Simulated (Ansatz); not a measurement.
Relaxation of C3H5 (8 atoms, charge 1, multiplicity 1), to a largest force component of 0.02 eV/Å in at most 40 steps.

Method: UKS r2SCAN-D4/STO-3G (Ansatz 0.2.0).

```xyz
8
Properties=species:S:1:pos:R:3
C -0.432 0.929 -0.640
C 0.288 0.271 0.333
C 0.246 -1.103 0.426
H -1.046 0.390 -1.355
H -0.409 2.010 -0.726
H 0.893 0.839 1.033
H -0.348 -1.701 -0.258
H 0.807 -1.636 1.187
```

Q: Where does it end, and by what steps?

A: It converged. Limits of this set-up: minimal basis, the dipole of an ion depends on the origin. After 3 steps the energy has fallen by 0.132 eV; H5 moved furthest, 0.05 Å.

```json
{"step": "0", "energy less start (eV)": "0.0000", "largest force component (eV/Å)": "1.246", "accepted": "yes"}
{"step": "1", "energy less start (eV)": "-0.1294", "largest force component (eV/Å)": "0.166", "accepted": "yes"}
{"step": "2", "energy less start (eV)": "-0.1319", "largest force component (eV/Å)": "0.097", "accepted": "yes"}
{"step": "3", "energy less start (eV)": "-0.1325", "largest force component (eV/Å)": "0.006", "accepted": "yes"}
```

```xyz
8
Properties=species:S:1:pos:R:3
C -0.439 0.941 -0.651
C 0.303 0.285 0.351
C 0.249 -1.120 0.431
H -1.064 0.372 -1.375
H -0.421 2.051 -0.747
H 0.918 0.864 1.063
H -0.368 -1.717 -0.280
H 0.822 -1.676 1.208
```

The run took 11 s on 1 thread of Arm Neoverse V1, on a shared host, peak memory 0.13 GiB.
